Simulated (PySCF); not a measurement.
Structure elucidation problem

Molecular formula: C6H10. Simulated spectra:

1H NMR (400 MHz, computed): δ 2.99 (m, 2H), 2.75 (m, 4H), 2.11 (m, 4H).

13C{1H} NMR (computed): δ 43.0 (CH), 33.1 (CH2).

Computed data (PySCF 2.14): structure optimised with PBE0-D3(BJ)/def2-SVP, shielding tensors at KT2/pcSseg-2 (GIAO), B3LYP/pcJ-1 coupling constants (without the spin–dipole term). Non-relativistic Hamiltonian, a single conformation, no solvent, rapidly exchanging positions averaged.

References, each an isolated molecule treated in the same way: 1H (σref 31.18), 13C (σref 182.28) against TMS.

Task: Deduce the structure.

Result: 
- The formula gives 2 degrees of unsaturation (2 rings in the answer).
- 2 carbon signals for 6 carbons: some carbons are equivalent by symmetry or fast rotation.
- Carbon types of the structure: 2 × CH, 4 × CH2, which accounts for all hydrogens.
- δC 43.0: sp3 CH in a ring; a saturated carbon with 3 carbon neighbours and no heteroatom attached.
- δC 33.1: sp3 CH2 in a ring; a saturated carbon with 2 carbon neighbours and no heteroatom attached.
- δH 2.99: hydrogen on an sp3 CH in a ring.
- δH 2.75, 2.11: hydrogen on an sp3 CH2 in a ring.

Structure: `C1C[C@H]2CC[C@H]21`.

This is the structure that produced the data.

Multiplet labels drop couplings under 1 Hz and merge nearly equal ones. Couplings among chemically equivalent protons are left out too, so labels in AA′BB′ or AA′XX′ sets are apparent multiplicities. Unscaled 3J(H,H) at this level run about 10 % above measured values. Shifts are as computed. Against solution values, carbons near 30 ppm lie about +3 ppm off and those near 130 ppm about -1 ppm. Of 1211 compounds with measured shifts, 218 miss one by over three times the rms of a fit or turn the order of signals round; such compounds aren't used in these exercises.
